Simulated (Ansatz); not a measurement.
## C2H6S2 (1,2-ethanedithiol): entropy by statistical mechanics

A singlet with charge 0, relaxed at PBE/def2-SVP (Ansatz 0.2.0):

```xyz
10

S    -1.3708    0.4318   -1.3092
C    -0.2804    0.6310    0.1663
C     0.3121   -0.7106    0.5830
S     1.1928   -1.6058   -0.7555
H    -2.1594    1.5060   -1.0191
H    -0.8760    1.0441    1.0066
H     0.5303    1.3560   -0.0617
H    -0.4954   -1.4089    0.8846
H     0.9859   -0.5788    1.4553
H     2.1610   -0.6647   -0.9502
```

Harmonic wavenumbers in cm⁻¹: 109, 166, 229, 264, 396, 635, 655, 783, 813, 914, 968, 1013, 1128, 1164, 1238, 1269, 1381, 1402, 2597, 2598, 2974, 2989, 3036, 3057.

Masses in u: S 32.06, C 12.011, H 1.008. Take T = 298.15 K, p = 1 bar, R = 8.3145 J/(mol K), kT/hc = 207.22 cm⁻¹, rigid rotor and harmonic oscillator.

Question: Work out S° at 298 K.

Answer: 
1. Translation (Sackur–Tetrode): S = R[3/2 ln M + 5/2 ln T − 1.1517] with M = 94.19 gives 165.5 J/(mol K).
2. Rotation: principal moments 59.256, 212.205, 253.605 u Å² give A, B, C = 0.2845, 0.0794, 0.0665 cm⁻¹; the symmetry number is σ = 1; q = (√π/σ)√((kT/hc)³/ABC) = 136414; S = R(ln q + 3/2) = 110.8.
3. Vibration: with u = ν̃/207.22, each mode gives R[u/(eᵘ − 1) − ln(1 − e⁻ᵘ)]; the sum is 50.1, most from 109 cm⁻¹ (13.8), 166 cm⁻¹ (10.4), 229 cm⁻¹ (7.9).
4. Spin and the two mirror images of this shape: R ln 2 = 5.8.
5. Sum: 165.5 + 110.8 + 50.1 + 5.8 = 332.2 J/(mol K).

No measured value is set beside it here. Where a soft mode is a torsion, a harmonic oscillator describes it poorly.
